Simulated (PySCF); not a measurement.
Molecule: SMILES P(C)(C)(C)=N, C$_{3}$H$_{10}$NP.

Mapped SMILES: `[CH3:1][P:2]([CH3:3])([CH3:4])=[NH:5]` (H(Xn): hydrogen on atom n).

Geometry PBE0-D3(BJ)/def2-SVP throughout; GIAO in PySCF, gas phase, one conformer, non-relativistic; equivalent atoms averaged; basis pcSseg-1.

(1) How do the absolute shieldings σ depend on the functional? (ppm; last column core-seconds on 1 thread of an Intel Xeon Platinum 8488C, shared host)

(2) Which nucleus moves most, in ppm?

## Answers

(1) 
```csv
functional,kind,C1/C3/C4,P2,N5,H(C1)/H(C3)/H(C4),H(N5),core-s
WP04,global hybrid,151.4,305.7,206.1,30.44,31.95,12
B97-2,global hybrid,162.5,336.7,217.6,30.23,31.77,12
BHandHLYP,global hybrid,163.0,332.2,221.9,30.34,31.93,11
CAM-B3LYP,range-separated hybrid,160.3,320.9,217.3,30.21,31.70,15
wB97X-D,range-separated hybrid,162.5,331.2,218.6,30.26,31.74,16
LC-wPBE,range-separated hybrid,166.9,338.7,227.6,30.22,31.78,22
```

(2) P2 (phosphorus bonded to 3 C, N): from 305.7 ppm with WP04 to 338.7 ppm with LC-wPBE. The smallest spread is 0.23 ppm, at H(C1)/H(C3)/H(C4). Proton shifts span only some 12 ppm, so a few tenths of a ppm matter as much there as several ppm in carbon.
